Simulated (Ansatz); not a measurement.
**Al₂H (doublet): RPA-PBE over a scan of the distance Al1–H3, 6-31G**

Aim: run Al₂H (doublet) with these functionals over a scan of the distance Al1–H3, and hold them against the top wave-function level at the same points.

Program: Ansatz 0.2.0, Gaussian basis. Level of theory: 6-31G, all electrons in the functionals, frozen cores in the correlation of double hybrids and RPA. These are calculated values, not measurements.

The runs, in order: RPA-PBE, at 1.311 Å; 1.478 Å; 1.619 Å; 1.737 Å; 1.995 Å; 2.271 Å; 2.548 Å; 2.950 Å; 3.588 Å; 4.328 Å; 5.455 Å.

22 further runs of the same task are left out: 17 that didn't finish, 5 set aside as unsound or not needed.

### 1 The system

The geometry derives from a PBE0/def2-TZVP stationary point (not a proven minimum). One bond is set to the value named and the two fragments are kept rigid.

3 atoms, charge 0, spin multiplicity 2.

Atoms are counted from 1 here; the program's logs count them from 0.

Bond lengths: Al1–Al2 2.677 Å, Al1–H3 1.619 Å. Angles: Al2–Al1–H3 180.0°.

No dispersion term is added.

The geometry shown and the zero of energy belong to the point 1.619 Å. The yardstick, FCI, and other wave-function levels (R restricted, U unrestricted, valence and pair active spaces) come from earlier runs.

### 2 RPA-PBE, 1.311 Å

in.yaml reads:

```yaml
crystal:
  periodic: [false, false, false]
  atoms:
    - {symbol: Al, position_ang: [0.000000, 0.000000, 0.455313]}
    - {symbol: Al, position_ang: [0.000000, 0.000000, -2.221625]}
    - {symbol: H, position_ang: [0.000000, 0.000000, 1.766313]}
basis:
  gaussian: {orbitals: 6-31G}
magnetization: {spin_polarized: true, initial_magnetization: 1}
hamiltonian: {xc: {name: PBE}}
correlation: {method: rpa, electrons: outside_noble_gas}
```

Started as:

```
$ ansatz run in.yaml --threads 1 --pin off --events-out ev --progress --plain --max-ram 2393MiB
```

After this run come: RPA-PBE, 1.478 Å; RPA-PBE, 1.619 Å; RPA-PBE, 1.737 Å; RPA-PBE, 1.995 Å; RPA-PBE, 2.271 Å; RPA-PBE, 2.548 Å; RPA-PBE, 2.950 Å; RPA-PBE, 3.588 Å; RPA-PBE, 4.328 Å; RPA-PBE, 5.455 Å.

Q: Predict the results of all the runs planned. Wanted: span of the FCI curve; largest miss, RPA-PBE.

As calculated:

| quantity | value |
| --- | --- |
| span of the FCI curve | 2.118 eV |
| largest miss, RPA-PBE | +0.090 eV (2.950 Å) |

In words: RPA-PBE strays by up to 0.090 eV, at 2.950 Å. RPA-PBE clearly breaks the spin symmetry at some points (⟨S²⟩ up to 1.00 above the pure value), so energy there is bought with a mixed spin. Functionals and the yardstick converge differently with the basis, so part of each miss in 6-31G is the basis.
